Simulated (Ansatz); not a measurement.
`OB[SiH3]`. The species carries charge 0 and has multiplicity 1.

```csv
atom,x (Å),y (Å),z (Å)
O1,0.8050,1.3528,-0.9401
B2,0.7918,0.3329,-0.0550
Si3,-0.9407,-0.6590,0.2958
H4,1.6687,1.7639,-1.0428
H5,1.8140,0.0313,0.5098
H6,-1.2824,-0.5725,1.7453
H7,-0.7622,-2.1055,-0.0221
H8,-2.0942,-0.1438,-0.4909
```

Q: What are the harmonic wavenumbers in cm⁻¹ at PBE0-D4/def2-TZVP (Ansatz, finite differences of forces, unscaled)? (An estimate is asked.)

A: Ansatz gave: 75, 236, 408, 504, 654, 659, 888, 889, 935, 945, 993, 1184, 1368, 2201, 2202, 2221, 2542, 3848.

Q: Is this a minimum?

A: Yes, all 18 modes are real.

Q: Give the ideal-gas thermochemistry at 298.15 K and 1 bar (rigid rotor, harmonic oscillator; point group Cs, symmetry number 1).

A: Zero-point energy 136.1 kJ/mol; H(298) − E = 152.2 kJ/mol; entropy 296.1 J/(mol·K), of which translation 159.9, rotation 99.2, vibration 37.0; G(298) − E = 63.9 kJ/mol. Modes under 100 cm⁻¹ are hindered rotations or soft bends, so the harmonic entropy is rough.
